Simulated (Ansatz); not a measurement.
## IrAu: from a trial structure to a relaxed crystal

The calculation used Ansatz, DFT PBE, scalar-relativistic, plane waves, PAW. Cutoff 420 eV, Γ-centred k mesh, Gaussian smearing, no spin polarisation in the final step.

IrAu was placed on the AuCd (B19) structure type (Pmma, No. 51), with Ir in place of Cd, at a guessed volume.

```
Ir Au
1.0
     4.55556    0.00000    0.00000
     0.00000    3.01471    0.00000
     0.00000    0.00000    4.65126
Ir Au
2 2
Direct
  0.75000 0.00000 0.68700
  0.25000 0.00000 0.31300
  0.75000 0.50000 0.18800
  0.25000 0.50000 0.81200
```

Cell and atoms relax at zero pressure; the relaxation can't lower the symmetry of the start. After a coarse first stage the cell is made exact in the group found at 0.06 Å.

The zero of energy is the elements' standard structures at the same level; no fitted shifts are applied.

Task: Describe the relaxed structure.

Result: It keeps Pmma (No. 51). The result has the AuCd (B19) structure. Conventional cell: a = 4.774 Å, b = 2.759 Å, c = 4.984 Å. Ir is coordinated by 4 Ir at 2.63–2.76 Å and 8 Au at 2.77–3.05 Å; around Au lie 4 Au at 2.71–2.76 Å and 8 Ir at 2.77–3.05 Å.

```cif
data_structure
_symmetry_space_group_name_H-M 'Pmma'
_symmetry_Int_Tables_number 51
_cell_length_a 4.7742
_cell_length_b 2.7591
_cell_length_c 4.9843
_cell_angle_alpha 90.000
_cell_angle_beta 90.000
_cell_angle_gamma 90.000
_cell_volume 65.66
loop_
_atom_site_label
_atom_site_type_symbol
_atom_site_symmetry_multiplicity
_atom_site_Wyckoff_symbol
_atom_site_fract_x
_atom_site_fract_y
_atom_site_fract_z
_atom_site_occupancy
Ir1 Ir 2 e 0.75000 0.00000 0.61088 1
Au1 Au 2 f 0.75000 0.50000 0.12801 1
```

Task: What are its volume, energy, density and gap?

Result: The volume per atom is 16.41 Å³, the density is 19.69 g/cm³ and the energy over the elements is 0.46 eV/atom. The gap on the 10×16×10 mesh is 0 eV (a metal).

The final run used a 10×16×10 mesh on its 4-atom cell and 0.10 eV smearing. The k mesh leaves about 4 meV/atom of noise in metals. Spin–orbit coupling is left out. A structure relaxed within its symmetry needn't be a true minimum.

Cost: 3 runs of about 6.4 core-minutes in all, on Arm Neoverse V1 (shared hosts).